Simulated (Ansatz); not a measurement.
Geometry optimisation, RKS revPBE-D4/6-31G in Ansatz.

Input file:

```yaml
crystal:
  periodic: [false, false, false]
  atoms:
    - { symbol: F, position_ang: [-1.1975, -1.312, 1.0504] }
    - { symbol: C, position_ang: [-0.2446, -0.3643, 1.1775] }
    - { symbol: C, position_ang: [0.4337, -0.2485, -0.1315] }
    - { symbol: O, position_ang: [1.1211, 1.0453, -0.3907] }
    - { symbol: C, position_ang: [-0.0607, 0.626, -1.2157] }
    - { symbol: F, position_ang: [0.2126, 0.2996, -2.508] }
    - { symbol: H, position_ang: [-0.6579, 0.5877, 1.5048] }
    - { symbol: H, position_ang: [0.4708, -0.7033, 1.9552] }
    - { symbol: H, position_ang: [2.04085, 1.25945, -0.09355] }
    - { symbol: H, position_ang: [-1.0087, 1.1413, -1.0845] }
basis:
  gaussian: { orbitals: "6-31G" }
hamiltonian:
  xc: revpbe
  dispersion: d4
relax:
  f_tol: 0.02
  max_steps: 50
output:
  orbitals: {}
```

Run as:

```bash
$ ansatz run input.yaml --threads 1 --pin off --max-ram 2048MiB --backend cpu --events-out ev --progress --plain --runs-dir out
```

Problem. Where does it end, and by what steps?

Solution. The forces met the threshold. Limits of this set-up: no polarisation functions. After 19 steps the energy has fallen by 2.528 eV; H7 moved furthest, 1.47 Å. Parted: C3–O4.

```json
{"step": "0", "energy less start (eV)": "0.0000", "largest force component (eV/Å)": "3.643", "accepted": "yes"}
{"step": "1", "energy less start (eV)": "-0.8885", "largest force component (eV/Å)": "2.747", "accepted": "yes"}
{"step": "2", "energy less start (eV)": "-1.4078", "largest force component (eV/Å)": "1.951", "accepted": "yes"}
{"step": "3", "energy less start (eV)": "-1.7508", "largest force component (eV/Å)": "2.859", "accepted": "yes"}
{"step": "4", "energy less start (eV)": "-2.0099", "largest force component (eV/Å)": "1.292", "accepted": "yes"}
{"step": "5", "energy less start (eV)": "-2.1050", "largest force component (eV/Å)": "0.422", "accepted": "yes"}
{"step": "6", "energy less start (eV)": "-2.1331", "largest force component (eV/Å)": "0.140", "accepted": "yes"}
{"step": "7", "energy less start (eV)": "-2.1613", "largest force component (eV/Å)": "0.277", "accepted": "yes"}
{"step": "8", "energy less start (eV)": "-2.1969", "largest force component (eV/Å)": "0.789", "accepted": "yes"}
{"step": "9", "energy less start (eV)": "-2.2559", "largest force component (eV/Å)": "1.196", "accepted": "yes"}
{"step": "10", "energy less start (eV)": "-2.3340", "largest force component (eV/Å)": "1.263", "accepted": "yes"}
{"step": "11", "energy less start (eV)": "-2.2509", "largest force component (eV/Å)": "2.092", "accepted": "no"}
{"step": "12", "energy less start (eV)": "-2.4290", "largest force component (eV/Å)": "0.524", "accepted": "yes"}
{"step": "13", "energy less start (eV)": "-2.4666", "largest force component (eV/Å)": "0.367", "accepted": "yes"}
{"step": "14", "energy less start (eV)": "-2.4980", "largest force component (eV/Å)": "0.309", "accepted": "yes"}
{"step": "15", "energy less start (eV)": "-2.5182", "largest force component (eV/Å)": "0.275", "accepted": "yes"}
{"step": "16", "energy less start (eV)": "-2.5219", "largest force component (eV/Å)": "0.191", "accepted": "yes"}
{"step": "17", "energy less start (eV)": "-2.5271", "largest force component (eV/Å)": "0.092", "accepted": "yes"}
{"step": "18", "energy less start (eV)": "-2.5281", "largest force component (eV/Å)": "0.034", "accepted": "yes"}
{"step": "19", "energy less start (eV)": "-2.5284", "largest force component (eV/Å)": "0.017", "accepted": "yes"}
```

```xyz
10
Properties=species:S:1:pos:R:3
F -0.265 -1.703 1.797
C -0.487 -0.468 1.068
C 0.142 -0.452 -0.252
O 1.573 1.099 -0.460
C 0.177 0.894 -0.878
F 0.024 0.863 -2.301
H -1.588 -0.376 0.893
H -0.192 0.365 1.739
H 2.101 0.335 -0.832
H -0.375 1.774 -0.511
```

Whether the end is a true minimum wasn't checked by a vibrational analysis.

The run took 60 s on 1 thread of Arm Neoverse V1, with other jobs on the host, peak memory 0.14 GiB.
